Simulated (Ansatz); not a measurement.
I need a composite energy at a relaxed geometry of ClH3SSi, SMILES S[SiH2]Cl. Use Ansatz's Python interface. Level of theory (for the species named): PBE0, def2-SVP basis, multiplicity 1, D4 dispersion.

```xyz
6

S    -1.0977   -1.2436   -0.2746
Si    0.4908    0.0970    0.2755
Cl   -0.2011    1.9817    0.4113
H    -1.6350   -0.4812   -1.2166
H     1.5115    0.0461   -0.7590
H     0.9315   -0.4000    1.5634
```

The script, `composite.py`:
```python
"""A composite energy for ClH3SSi: DFT geometry, MP2 basis limit, coupled-cluster correction."""

import itertools

import ansatz as az
from ase.data import atomic_numbers, covalent_radii
import numpy as np

BASIS_SET = "def2-SVP"
FUNCTIONAL = "PBE0"
VDW = "d4"


def main() -> None:
    geometry_ang = [
        ("S", (-1.09766, -1.24361, -0.2746)),
        ("Si", (0.49076, 0.09697, 0.27549)),
        ("Cl", (-0.2011, 1.98171, 0.4113)),
        ("H", (-1.63503, -0.48121, -1.21658)),
        ("H", (1.5115, 0.04612, -0.75904)),
        ("H", (0.93153, -0.39997, 1.56344)),
    ]
    mol = az.Crystal.molecule()
    for symbol, xyz in geometry_ang:
        mol = mol.atom(symbol, xyz)

    base = (
        mol.calculation()
        .basis(gaussian=BASIS_SET)
        .functional(FUNCTIONAL, dispersion=VDW)
    )
    symbols = [site.symbol for site in mol.cartesian_sites]
    start = np.array([site.position_ang for site in mol.cartesian_sites], dtype=float)
    r = base.relax(force_tolerance=0.01, max_steps=100).run(threads=1, pin="off").report
    end = np.array(r["positions_ang"])
    # pairs closer than 1.2 times the sum of covalent radii, before or after
    radius = [covalent_radii[atomic_numbers[s]] for s in symbols]
    span = lambda where, i, j: np.linalg.norm(where[i] - where[j])
    bonded = [(i, j) for i, j in itertools.combinations(range(len(symbols)), 2) if min(span(start, i, j), span(end, i, j)) < 1.2 * (radius[i] + radius[j])]
    print("pair        before    after (A)")
    for i, j in bonded:
        print(f"{symbols[i]}{i}-{symbols[j]}{j}".ljust(10), f"{span(start, i, j):8.4f} {span(end, i, j):8.4f}")

    minimum = az.Crystal.molecule()
    for symbol, place in zip(symbols, end):
        minimum = minimum.atom(symbol, place.tolist())
    at_minimum = minimum.calculation()
    # MP2 extrapolated to the basis limit, plus the small-basis difference CCSD(T) - MP2
    level = lambda method, basis: at_minimum.basis(gaussian=basis).correlation(method).run(threads=1, pin="off").report
    small, large, cluster = level("mp2", "cc-pVDZ"), level("mp2", "cc-pVTZ"), level("ccsd_t", "cc-pVDZ")
    corr = lambda each: (each["free_energy_ev"] - each["reference_energy_ev"]) / 27.211386246
    mp2_limit = (27 * corr(large) - 8 * corr(small)) / 19
    pieces = {"HF / cc-pVTZ": large["reference_energy_ev"] / 27.211386246, "MP2 correlation, DZ-TZ limit": mp2_limit, "CCSD(T) - MP2 / cc-pVDZ": corr(cluster) - corr(small)}
    for name, value in pieces.items():
        print(f"{name:32s} {value:14.6f} Ha")
    print(f"{'sum':32s} {sum(pieces.values()):14.6f} Ha")
    print("T1 diagnostic", round(cluster["correlation"]["coupled_cluster"]["t1_diagnostic"], 4))


if __name__ == "__main__":
    main()
```

Output of `python composite.py`:
```text
pair        before    after (A)
S0-Si1       2.1501   2.1317
S0-H3        1.3256   1.3517
Si1-Cl2      2.0123   2.0687
Si1-H4       1.4542   1.4870
Si1-H5       1.4492   1.4852
HF / cc-pVTZ                       -1147.844435 Ha
MP2 correlation, DZ-TZ limit          -0.540615 Ha
CCSD(T) - MP2 / cc-pVDZ               -0.054129 Ha
sum                                -1148.439179 Ha
T1 diagnostic 0.0095
```

Total energies depend on the basis set; only differences at equal settings carry meaning. The sum leaves out core correlation, relativity, the Hartree-Fock basis error and zero-point energy; a DZ-TZ extrapolation is rough. Inner cores stay frozen, so this is valence correlation. For Al to Cl the sets with a tight d function, cc-pV(X+d)Z, are usual. An extrapolation from small basis sets is rough. Wall time of the script: 23 s on 1 thread of Arm Neoverse V1, on a shared host, peak memory 0.31 GiB.

(A comment or docstring line of the script was reworded after the run, the code is as it ran.)
